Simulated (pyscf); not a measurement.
F–MoH(F)(F)(F)–F + H₂S -> F–Mo(F)(F)(F)(F)–SH + H₂, a four-centre exchange (singlet surface; H–Mo, H–S broken, Mo–S, H–H formed). Structures and frequencies: ωB97X-D3(BJ)/def2-SVP in PySCF. Energies in eV from the separated reactants.

Small-basis levels: PySCF, no dispersion term, spherical d functions. AM1 to PM7: differences of heats of formation from MOPAC, which are fitted to 298 K values and so differ in kind from electronic energies by zero-point and thermal terms. Cost: rough CPU time at the saddle relative to B3LYP/6-31G*+LANL2DZ, from one job on a shared machine.

| level | barrier | reaction energy | cost |
|---|---|---|---|
| HF/6-31G*+LANL2DZ | 2.11 | +0.41 | 0.1 |
| MP2/6-31G*+LANL2DZ | 0.87 | -1.30 | 0.2 |
| SVWN5/6-31G*+LANL2DZ | -0.01 | -0.78 | 1 |
| BP86/6-31G*+LANL2DZ | 0.65 | -0.66 | 2 |
| PBE/6-31G*+LANL2DZ | 0.56 | -0.67 | 2 |
| B3LYP/6-31G*+LANL2DZ | 0.97 | -0.46 | 1 |
| M06-2X/6-31G*+LANL2DZ | 0.89 | -0.33 | 3 |
| PBE/def2-SVP | 0.16 | -0.73 | 2 |
| PM6 | -0.95 | -1.76 | under 0.02 |
| ωB97M-D3(BJ)/def2-TZVP | 0.65 | -0.34 | – |

Against the last row the barrier runs from -1.60 (PM6) to +1.47 eV (HF/6-31G*+LANL2DZ). At SVWN5/6-31G*+LANL2DZ, PM6 this geometry lies under one side, so the entry may be no barrier of that level: it is a single point on another level's saddle. ωB97M-D3(BJ)/def2-TZVP has limits of its own. On the reactant side the descent ends in a bound adduct, 0.44 eV under the separated species and 0.93 eV under the saddle at ωB97X-D3(BJ)/def2-TZVP. At ωB97X-D3(BJ)/def2-TZVP the barrier from the zero used here is 0.49 eV. One saddle was located; it need not be the lowest between these sides. In the def2 sets elements past Kr carry core potentials, without spin-orbit coupling.
